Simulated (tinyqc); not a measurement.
Extended Hueckel theory, for CH2-, step by step. The parameters take no account of the charge, which enters only through the electron count, and nothing here shows that the anion is bound. One step of it, computed by the program tinyqc.

Task: Mulliken analysis. P = C n C^T; charge = valence electrons (C 4, H 1) minus the sum of (P S)_ii on the atom; overlap population = 2 sum P_ij S_ij between two atoms.

coefficients, order 1C 2s, 1C 2px, 1C 2py, 1C 2pz, 2H 1s, 3H 1s:
```
[[0.724776, 0.000000, -0.298584, 0.000000, 0.000000, 1.136901],
 [0.000000, 0.000000, 0.000000, 1.000000, 0.000000, 0.000000],
 [0.000000, 0.529656, 0.000000, 0.000000, 1.168311, 0.000000],
 [-0.018559, 0.000000, 0.897179, 0.000000, 0.000000, 0.671951],
 [0.244254, 0.438607, 0.152867, 0.000000, -0.867031, -0.935747],
 [0.244254, -0.438607, 0.152867, 0.000000, 0.867031, -0.935747]]
```

occupations: [2.000000, 2.000000, 2.000000, 1.000000, 0.000000, 0.000000]

overlap S, order 1C 2s, 1C 2px, 1C 2py, 1C 2pz, 2H 1s, 3H 1s:
```
[[1.000000, 0.000000, 0.000000, 0.000000, 0.486343, 0.486343],
 [0.000000, 1.000000, 0.000000, 0.000000, 0.000000, 0.000000],
 [0.000000, 0.000000, 1.000000, 0.000000, 0.413428, -0.413428],
 [0.000000, 0.000000, 0.000000, 1.000000, 0.258780, 0.258780],
 [0.486343, 0.000000, 0.413428, 0.258780, 1.000000, 0.128560],
 [0.486343, 0.000000, -0.413428, 0.258780, 0.128560, 1.000000]]
```

Give: charges; Overlap populations.

Result:

charges: [-1.178, 0.089, 0.089]

Overlap populations:
```
pair      value
2-1    0.777044
3-1    0.777044
3-2   -0.056231
```
